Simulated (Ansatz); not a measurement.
Other spins and charges of H$_{3}$Ge–GeH, triplet at one geometry

Geometry (PBE0/def2-TZVP stationary point for this spin, not checked as a minimum):

```xyz
6

Ge    0.0000   -0.0229    1.1903
Ge    0.0000    0.0409   -1.2321
H     1.2555   -0.7421    1.7164
H     0.0000    1.4326    1.6767
H    -1.2555   -0.7421    1.7164
H     0.0000   -1.2486   -2.0914
```

Basis cc-pVTZ; Ansatz 0.2.0. Correlated methods freeze the noble-gas cores and the filled d shells of p-block atoms. Prefix R: restricted or restricted open-shell reference; prefix U: unrestricted. No spin–orbit coupling is included, and no scalar relativity.

Gaps are energies of the second state less the first, at fixed atoms, for a selection of the levels run; each method lands on the state that its own search finds for that charge and spin.

PBE gives 7.474 eV for removing an electron, to the doublet. Estimate what UCCSDT(Q) gives in cc-pVTZ.

UCCSDT(Q) in cc-pVTZ gives 7.570 eV, so against it PBE is off by -0.096 eV.

```csv
level,gap (eV),error (meV)
UHF,7.152,-418
UMP2,7.549,-21
UCCSD,7.540,-30
UCCSD(T),7.568,-2
BCCD(T),7.561,-9
UCCSDT,7.569,-1
r2SCAN,7.688,118
PBE0,7.575,5
B3LYP,7.489,-81
wB97M-V,7.449,-121
B2PLYP,7.451,-119
RPA-PBE,7.745,175
```

Functionals correlate the shells that the reference freezes, so part of their error here is the reference's.

Full CI isn't at hand for all of this; UCCSDT(Q) serves as the reference, and is uncertain by about the last step of the cluster series. The frozen core follows each run's orbitals, which can shift R against U totals by a few meV for light atoms and by up to 0.1 eV past Ca.
